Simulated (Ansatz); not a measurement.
# AlH2S: the cost of one run

Program: Ansatz 0.2.0, Gaussian basis. Level of theory: def2-QZVPP, core rule «outside noble gas», up to 10 orbitals frozen. These are calculated values, not measurements.

To be run: UHF; ROHF; CCSD(T) on UHF.

## (1) The system

The geometry is a PBE0/def2-TZVP stationary point (not a proven minimum) of the parent state, kept for this charge and spin.

4 atoms, charge 0, spin multiplicity 2.

Atoms are counted from 1 here; the program's logs count them from 0.

Bond lengths: Al1–S2 2.200 Å, Al1–H3 1.767 Å, Al1–H4 1.767 Å. Angles: S2–Al1–H3 67.9°, S2–Al1–H4 67.9°, H3–Al1–H4 135.8°.

Coordinates:

```xyz
4

Al    0.00000    0.00000    1.17734
S     0.00000    0.00000   -1.02290
H     0.00000    1.63691    0.51238
H     0.00000   -1.63691    0.51238
```

## (2) UHF

Input file in.yaml:

```yaml
crystal:
  periodic: [false, false, false]
  atoms:
    - {symbol: Al, position_ang: [0.000000, 0.000000, 1.177341]}
    - {symbol: S, position_ang: [0.000000, 0.000000, -1.022903]}
    - {symbol: H, position_ang: [0.000000, 1.636908, 0.512382]}
    - {symbol: H, position_ang: [0.000000, -1.636908, 0.512382]}
basis:
  gaussian: {orbitals: "def2-QZVPP.json"}
magnetization: {spin_polarized: true, initial_magnetization: 1}
hamiltonian: {xc: hf}
output: {orbitals: {seedname: orbitals}}
```

Command:

```
ansatz run in.yaml --threads 1 --pin off --events-out ev --progress --plain --max-ram 2393MiB
```

**Question.** How long does this run take on 1 thread of Arm Neoverse V2, shared host, and how much memory does it need?

About 48 s, with a peak of 0.51 GiB.
